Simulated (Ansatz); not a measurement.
## Black phosphorus

Method: LDA in Ansatz (plane waves, PAW).

Settings: plane-wave cutoff 500 eV, 12×12×10 k mesh (along the axes of the cell as run), Fermi–Dirac smearing 0.05 eV, scalar-relativistic PAW data made under PBE.

Cell (relaxed at this level):

Space group Cmce (No. 64); a = 3.311 Å, b = 10.164 Å, c = 4.124 Å, α = 90.00°, β = 90.00°, γ = 90.00°

| atom | site | symmetry | x | y | z |
|---|---|---|---|---|---|
| P | 8f | m.. | 0.0000 | 0.3935 | 0.0709 |
(The calculation used a cell of 4 atoms; values per cell refer to that cell.)

| Item | Result |
|---|---|
| band gap | zero (no gap) |

Measured, for comparison: band gap 0.35 eV (temperature not stated, no zero-point or thermal correction; as tabulated in Das et al. (2018), arXiv:1807.05623). Computed (rounded) less measured: band gap -0.35 eV.

Computed values are for the static lattice.

Ansatz is a quantum-chemistry and plane-wave program.
